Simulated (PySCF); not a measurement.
# Core-level binding energies of `C=CCPC`

Species: C₄H₉P.
Structure used (GFN2-xTB), in Å, numbered top down from 1:
```
atom  x, y, z in Å
C1     1.641    0.353    0.934
C2     1.150   -0.642    0.215
C3     0.511   -0.481   -1.116
P4    -1.360   -0.613   -1.032
C5    -1.699    0.760    0.161
H6     2.075    0.194    1.907
H7     1.643    1.368    0.569
H8     1.159   -1.652    0.606
H9     0.842   -1.262   -1.805
H10    0.741    0.492   -1.559
H11   -1.369   -1.629   -0.064
H12   -1.633    1.710   -0.368
H13   -2.711    0.649    0.543
H14   -0.989    0.752    0.986
```

Method used: delta-SCF UKS SCAN, pcX-2 on the ionised atom, pcseg-1 elsewhere, spin-free X2C (PySCF). Vertical ΔSCF values, vacuum level as zero.

Q: List the computed XPS lines with their assignment.

A: 
| atom(s) | environment | level | binding energy (eV) | 2p1/2 (eV) | above the level's lowest (eV) | count |
| --- | --- | --- | --- | --- | --- | --- |
| C1 | terminal =CH2 carbon | C 1s | 289.84 | – | 0.00 | 1 |
| C2 | alkene CH carbon | C 1s | 290.46 | – | +0.62 | 1 |
| C3 | sp3 carbon bound to phosphorus | C 1s | 290.57 | – | +0.73 | 1 |
| P4 | phosphine phosphorus | P 2p3/2 | 136.06 | 136.95 | 0.00 | 1 |
| P4 | phosphine phosphorus | P 1s | 2149.63 | – | 0.00 | 1 |
| C5 | sp3 carbon bound to phosphorus | C 1s | 290.31 | – | +0.47 | 1 |

The listed C 1s values span 0.73 eV, from C1 (bonded to C (double bond) and 2 H) to C3 (bonded to C, 2 H and P). The widest gap between neighbouring values is 0.47 eV, between 289.84 and 290.31 eV. Summing the Pauling electronegativity differences to the bonded atoms, each weighted by its formal bond order, gives -0.70 for the lowest site and -1.06 for the highest; the largest sum, -0.35, belongs to C2, 0.11 eV below the top. The smallest sum, -1.41, belongs to C5, 0.47 eV above the lowest.

Q: Which photon energy gives electrons from P 2p3/2 of P4 a kinetic energy of 20 eV, and what is their de Broglie wavelength?

A: hν = 136.06 + 20 = 156.06 eV, recoil neglected; λ = 12.264 Å/√(E/eV) = 2.74 Å.

Q: Which effective nuclear charge Zeff reproduces each element's mean 1s value in the hydrogen-like formula E = 13.606 eV × Zeff²?

A: C (Z = 6): mean 290.3 eV, Zeff = 4.62, Z − Zeff = 1.38; P (Z = 15): mean 2149.6 eV, Zeff = 12.57, Z − Zeff = 2.43. Means run over the listed sites, weighted by atom count.

For 2p shells one spin-free hole was relaxed; a mean-field spin–orbit operator and the ground-state splitting of the three 2p orbitals were then diagonalised within the shell. The shell's mean is (2 × 2p3/2 + 2p1/2)/3, and the degeneracies 2j + 1 give areas of 2:1. 2p1/2 minus 2p3/2 (ligand field included): P 0.89 eV. The structure is a single GFN2-xTB conformer in the gas phase; no vibrational or solvent corrections.
